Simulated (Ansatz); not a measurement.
Reaction (SMILES): N (NH3) → [NH2-] + H+
B3LYP-D3(BJ)/def2-TZVP geometries, fixed; electronic energies without zero-point terms.

Basis-set convergence of the deprotonation energy at PBE with Ansatz (an electronic-structure program). Cartesian d functions, on some or all atoms, in 6-31G**; all else is spherical. The program fits the integrals of some runs and decomposes those of others, by size. No added dispersion term, no relativity. Functions are those of the species that has most. Reference: the value in aug-pcseg-3, 406.57 kcal/mol, itself unsure by roughly 2.73 kcal/mol (its mean distance from aug-cc-pVQZ, def2-QZVPPD). Deviations are taken from unrounded values.

```json
[
 {"basis": "3-21G", "functions": "15", "deprotonation energy (kcal/mol)": "464.02", "minus reference (kcal/mol)": "57.45"},
 {"basis": "pcseg-0", "functions": "15", "deprotonation energy (kcal/mol)": "445.67", "minus reference (kcal/mol)": "39.10"},
 {"basis": "6-31G**", "functions": "30", "deprotonation energy (kcal/mol)": "444.53", "minus reference (kcal/mol)": "37.96"},
 {"basis": "def2-SVPD", "functions": "44", "deprotonation energy (kcal/mol)": "416.50", "minus reference (kcal/mol)": "9.93"},
 {"basis": "def2-TZVP", "functions": "49", "deprotonation energy (kcal/mol)": "422.40", "minus reference (kcal/mol)": "15.83"},
 {"basis": "def2-TZVPD", "functions": "64", "deprotonation energy (kcal/mol)": "412.46", "minus reference (kcal/mol)": "5.89"},
 {"basis": "def2-TZVPPD", "functions": "88", "deprotonation energy (kcal/mol)": "412.96", "minus reference (kcal/mol)": "6.39"},
 {"basis": "6-311++G(3df,3pd)", "functions": "93", "deprotonation energy (kcal/mol)": "409.61", "minus reference (kcal/mol)": "3.04"},
 {"basis": "aug-cc-pVTZ", "functions": "115", "deprotonation energy (kcal/mol)": "407.86", "minus reference (kcal/mol)": "1.29"},
 {"basis": "aug-pcseg-2", "functions": "115", "deprotonation energy (kcal/mol)": "406.93", "minus reference (kcal/mol)": "0.36"},
 {"basis": "cc-pVQZ", "functions": "145", "deprotonation energy (kcal/mol)": "423.56", "minus reference (kcal/mol)": "17.00"},
 {"basis": "aug-cc-pVQZ", "functions": "218", "deprotonation energy (kcal/mol)": "407.61", "minus reference (kcal/mol)": "1.05"},
 {"basis": "aug-pcseg-3", "functions": "232", "deprotonation energy (kcal/mol)": "406.57", "minus reference (kcal/mol)": "0.00"}
]
```
